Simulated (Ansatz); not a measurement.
Input for Ansatz (development build ahead of 0.2.0):

```yaml
crystal:
  periodic: [false, false, false]
  atoms:
    - { symbol: C, position_ang: [-0.00338, 0.00916, -0.66315] }
    - { symbol: C, position_ang: [0.00914, -0.004, 0.66595] }
    - { symbol: H, position_ang: [0.00192, -0.9226, -1.23547] }
    - { symbol: H, position_ang: [-0.0069, 0.92395, -1.24121] }
    - { symbol: H, position_ang: [0.0079, -0.926, 1.23696] }
    - { symbol: H, position_ang: [2.0e-05, 0.93758, 1.24797] }
basis:
  gaussian: { orbitals: cc-pVDZ }
hamiltonian:
  xc: hf
correlation:
  method: mp2
  frozen_orbitals: { C: 1, H: 0 }
```

The input is written out in the form of the current development build from the run's settings.

Results

| Property | Result |
| --- | --- |
| Converged | yes |
| Reference energy | -78.03958 hartree |
| Correlation energy | -0.27507 hartree |
| Total energy | -78.31465 hartree |
| Spin squared of the determinant | 0.000 |
